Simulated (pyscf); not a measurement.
**Four-centre exchange: F–B(F)–F + SiH₄ -> HF + F–B(F)–SiH₃**

Gas phase, singlet surface, charge 0. Bonds broken: F1–B2, Si5–H6. Bonds formed: F1–H6, B2–Si5. Structures and frequencies: ωB97X-D3(BJ)/def2-SVP in PySCF.

Transition state (Å):

```xyz
9

F     -1.1231     0.9988     1.5066
B     -1.5714     0.0205     0.2692
F     -1.7596    -1.2060     0.7673
F     -2.5696     0.6248    -0.3834
Si     0.2363     0.0357    -0.9667
H     -0.3834     0.8185     0.6974
H      0.6165     1.3363    -1.5856
H     -0.3833    -0.8484    -1.9919
H      1.4354    -0.6279    -0.3834
```

One imaginary mode, 1150i cm⁻¹; descent along it reached the two sides named.

```
bond    change  reactant side (Å)  saddle  product side
------  ------  -----------------  ------  ------------
F1–B2   breaks              1.317   1.640         2.503
Si5–H6  breaks              1.493   1.941           3.1
F1–H6    forms                2.7   1.111         0.926
B2–Si5   forms                3.4   2.190         2.026
```

Electronic energies relative to the separated reactants (eV):

```tsv
level	barrier	reaction energy	reverse barrier
ωB97X-D3(BJ)/def2-TZVP	2.67	+1.65	1.02
PBE/def2-TZVP	2.29	+1.61	0.69
r²SCAN/def2-TZVP	2.50	+1.78	0.72
B3LYP-D3(BJ)/def2-TZVP	2.74	+1.75	1.00
PBE0-D3(BJ)/def2-TZVP	2.51	+1.66	0.85
M06-2X/def2-TZVP	2.82	+1.83	0.99
ωB97M-D3(BJ)/def2-TZVP	2.76	+1.77	0.99
HF/def2-TZVP	3.93	+2.04	1.88
```

With ωB97M-D3(BJ)/def2-TZVP energies and thermal terms (ideal gas, 1 atm, RRHO with modes under 100 cm⁻¹ raised to 100, one conformer, R ln 2 for chiral ones without a mode under 150 cm⁻¹), in eV:

```
T (K)   ΔH‡   ΔG‡     ΔH     ΔG
-----  ----  ----  -----  -----
298    2.72  3.10  +1.80  +1.72
600    2.76  3.47  +1.84  +1.63
900    2.80  3.82  +1.87  +1.51
1200   2.83  4.16  +1.88  +1.39
```

The same reactants have a lower exit, to F–SiH₃ + F–BH–F (barrier +1.10 eV at ωB97M-D3(BJ), against +2.76 eV here). This is the saddle that the search found; another between the same sides may lie lower.
